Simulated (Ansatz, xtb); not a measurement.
## Two isomers of C4H10S

Structure a is `CC(C)(C)S`, a singlet and structure b is `CSC(C)C`, a singlet. Both are isolated molecules in the gas phase, relaxed with PBE0-D3(BJ)/def2-SVP; the shapes shown needn't be the lowest conformers.

a (Å):

```
atom    x (Å)    y (Å)    z (Å)
   C  -1.5334  -1.9573   1.3025
   C  -1.0050  -1.2084   0.0839
   C  -0.3685   0.1157   0.4919
   C  -2.1250  -0.9745  -0.9274
   S   0.2341  -2.2525  -0.8057
   H  -2.3068  -1.3581   1.8124
   H  -0.7297  -2.1551   2.0285
   H  -1.9748  -2.9216   1.0123
   H   0.0309   0.6479  -0.3834
   H  -1.1153   0.7623   0.9833
   H   0.4582  -0.0412   1.2019
   H  -2.5796  -1.9249  -1.2458
   H  -1.7521  -0.4523  -1.8216
   H  -2.9131  -0.3537  -0.4724
   H   1.1130  -2.3470   0.2162
```

b (Å):

```xyz
15

C    -1.8200   -1.3366    1.2727
C    -0.1645   -0.6858   -0.8945
C     0.0964   -0.9127   -2.3761
C    -0.0469    0.7799   -0.5105
S    -1.8189   -1.3746   -0.5297
H    -1.8023   -0.3112    1.6713
H    -0.9744   -1.9075    1.6867
H    -2.7545   -1.8155    1.5973
H     0.5591   -1.2803   -0.3090
H     0.0419   -1.9806   -2.6331
H    -0.6438   -0.3749   -2.9900
H     1.0955   -0.5397   -2.6499
H     0.9651    1.1567   -0.7334
H    -0.7740    1.3850   -1.0737
H    -0.2294    0.9417    0.5621
```

Quicker runs give these differences E(b) − E(a): GFN2-xTB +6.5 kcal/mol; HF/STO-3G −3.4 kcal/mol (at GFN2-xTB geometries); r2SCAN-D4/def2-SVP +4.9 kcal/mol (at GFN2-xTB geometries).

Q: Which of the two would you expect CCSD(T)/def2-SVP + ΔMP2/def2-TZVPP electronic energies to favour?

A: Structure a; the calculation gives E(b) − E(a) = +4.3 kcal/mol.

How the difference moves with the method:

```json
{"level": "GFN2-xTB", "geometry": "GFN2-xTB", "E(b) − E(a) (kcal/mol)": "+6.5", "departure from the last row (kcal/mol)": "+2.2", "job, with rough time for the two": "optimisation, 0.1 s"}
{"level": "HF/STO-3G", "geometry": "GFN2-xTB", "E(b) − E(a) (kcal/mol)": "−3.4", "departure from the last row (kcal/mol)": "−7.7", "job, with rough time for the two": "single point, 0.38 s"}
{"level": "r2SCAN-D4/def2-SVP", "geometry": "GFN2-xTB", "E(b) − E(a) (kcal/mol)": "+4.9", "departure from the last row (kcal/mol)": "+0.6", "job, with rough time for the two": "single point, 4.9 s"}
{"level": "PBE0-D3(BJ)/def2-SVP", "geometry": "PBE0-D3(BJ)/def2-SVP", "E(b) − E(a) (kcal/mol)": "+4.4", "departure from the last row (kcal/mol)": "+0.1", "job, with rough time for the two": "optimisation, 38 s"}
{"level": "HF/def2-SVP", "geometry": "PBE0-D3(BJ)/def2-SVP", "E(b) − E(a) (kcal/mol)": "+4.5", "departure from the last row (kcal/mol)": "+0.1", "job, with rough time for the two": "part of the CCSD(T) run"}
{"level": "MP2/def2-SVP", "geometry": "PBE0-D3(BJ)/def2-SVP", "E(b) − E(a) (kcal/mol)": "+7.2", "departure from the last row (kcal/mol)": "+2.9", "job, with rough time for the two": "part of the CCSD(T) run"}
{"level": "CCSD(T)/def2-SVP", "geometry": "PBE0-D3(BJ)/def2-SVP", "E(b) − E(a) (kcal/mol)": "+7.1", "departure from the last row (kcal/mol)": "+2.8", "job, with rough time for the two": "single point"}
{"level": "CCSD(T)/def2-SVP + ΔMP2/def2-TZVPP", "geometry": "PBE0-D3(BJ)/def2-SVP", "E(b) − E(a) (kcal/mol)": "+4.3", "departure from the last row (kcal/mol)": "", "job, with rough time for the two": "single point, 61 s"}
```

As drawn, b has 1 C–S, 1 C–H in place of 1 C–C, 1 S–H.

HF/STO-3G puts the two in the other order. The largest departure from CCSD(T)/def2-SVP + ΔMP2/def2-TZVPP is that of HF/STO-3G, 7.7 kcal/mol. The last row adds to CCSD(T) the change of the MP2 difference between the two basis sets, here −2.8 kcal/mol.

With thermal terms from frequencies at re-optimised GFN2-xTB minima (ideal gas, soft modes damped towards free rotors, one conformer each, 298.15 K, 1 atm): the zero-point term adds +1.1 kcal/mol; ΔH is +5.6 and ΔG +4.8 kcal/mol.

The correlated steps freeze 9 core orbitals. Programs: Ansatz 0.2.0, xtb 6.7.1; the last row on 2 threads of Arm Neoverse V2 on a shared host.
